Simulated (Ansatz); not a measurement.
```yaml
crystal:
  periodic: [false, false, false]
  atoms:
    - {symbol: C, position_ang: [-0.834544, -0.485504, -0.211917]}
    - {symbol: C, position_ang: [0.022470, -0.102304, 0.068010]}
    - {symbol: C, position_ang: [0.705098, 0.003441, 0.667724]}
    - {symbol: C, position_ang: [0.693828, 0.648294, -0.104422]}
    - {symbol: F, position_ang: [0.350294, 1.344620, 0.030147]}
    - {symbol: H, position_ang: [-1.203654, -0.048923, -0.284957]}
    - {symbol: H, position_ang: [-0.635614, -0.850596, -0.815812]}
    - {symbol: H, position_ang: [-0.891275, -1.131010, 0.191964]}
    - {symbol: H, position_ang: [0.895740, -0.172529, 1.122315]}
    - {symbol: H, position_ang: [1.028204, 0.559135, -0.691374]}
basis:
  gaussian: {orbitals: ANO-RCC-VTZP}
hamiltonian: {xc: {name: revPBE}, dispersion: d3bjatm}
output: {forces: true}
```

```sh
$ ansatz run in.yaml --threads 2 --pin off --events-out ev --progress --plain --max-ram 4352MiB
```

Output, abridged:

```
Functional definition: revPBE
1344 factors; their error is unknown
mean field evaluation 1: about -6771.6220 eV, gradient 1.9e2 eV
mean field evaluation 2: about -6356.7605 eV, gradient 3.9e2 eV
mean field evaluation 4: about -6823.5377 eV, gradient 4.1e1 eV
mean field evaluation 8: about -6826.1893 eV, gradient 1.7e-1 eV
mean field evaluation 16: about -6826.1360 eV, gradient 4.1e-3 eV
mean field -6826.13596545 eV, -250.8558698092 hartree, gradient 6.2e-5 eV, S^2 0.000000; 0 other end points of the search recorded, 0 dependent functions left out
reference -6826.13605215 eV, -250.8558729954 hartree; 19, 19 occupied and 201, 201 virtual orbitals, 1344 factors
Total energy: -6826.66689921 eV, -250.8753812650 hartree
Relativity: scalar
Atom 0 at    -0.834544    -0.485504    -0.211917 Å, force     2.267292   -58.885674     5.642511 eV/Å
Atom 1 at     0.022470    -0.102304     0.068010 Å, force   -22.695510   -24.426443   -17.608503 eV/Å
Atom 2 at     0.705098     0.003441     0.667724 Å, force     8.865622    12.261614   -29.875907 eV/Å
Atom 3 at     0.693828     0.648294    -0.104422 Å, force    77.678297   -92.998694   -32.752324 eV/Å
Atom 4 at     0.350294     1.344620     0.030147 Å, force   -79.612273   186.838589    28.507730 eV/Å
Atom 5 at    -1.203654    -0.048923    -0.284957 Å, force   -66.074422    71.543647   -12.899275 eV/Å
Atom 6 at    -0.635614    -0.850596    -0.815812 Å, force     7.159730   -17.245275   -32.101002 eV/Å
Atom 7 at    -0.891275    -1.131010     0.191964 Å, force    -6.854432   -24.544483    17.139723 eV/Å
Atom 8 at     0.895740    -0.172529     1.122315 Å, force    50.553636   -44.748561   119.548203 eV/Å
Atom 9 at     1.028204     0.559135    -0.691374 Å, force    28.712060    -7.794721   -45.601156 eV/Å
Dipole moment:    -0.135188     0.031041    -0.103343 e Å
```

What is wrong with this run?

The geometry is squeezed to about two thirds of its size. Self-consistency was reached. The result belongs to that input, not to the molecule as meant.
